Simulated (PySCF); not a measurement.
Method: PySCF energies (xtb for GFN2) plus ideal-gas RRHO corrections (1 bar). The comparison is the NASA 1993 polynomial table, which mixes measured and estimated data. Open shells (unrestricted): SO (multiplicity 3). GFN2 has no spin-polarisation term. The harmonic model lacks anharmonicity and excited electronic states, which grow with temperature; levels with a mode under 35 cm⁻¹ are left out. The table's entry may be an old estimate for SO (not checked at source).

Harmonic frequencies at GFN2-xTB (cm⁻¹): 1147. Point group C∞v; S°(298 K) = 221.7 J/mol/K at this level.

**Question.** Work out Cp and S° of gaseous SO at 500, 800, 1200, 1600, 2000 K from these, and set them beside the table.

**Answer.** 
```csv
T (K),Cp GFN2-xTB,Cp table,S° GFN2-xTB,S° table
500,32.7,32.8,237.9,238.2
800,35.0,35.2,253.9,254.2
1200,36.2,36.6,268.3,268.8
1600,36.7,37.7,278.8,279.5
2000,37.0,38.8,287.1,288.0
```
Units J/mol/K.
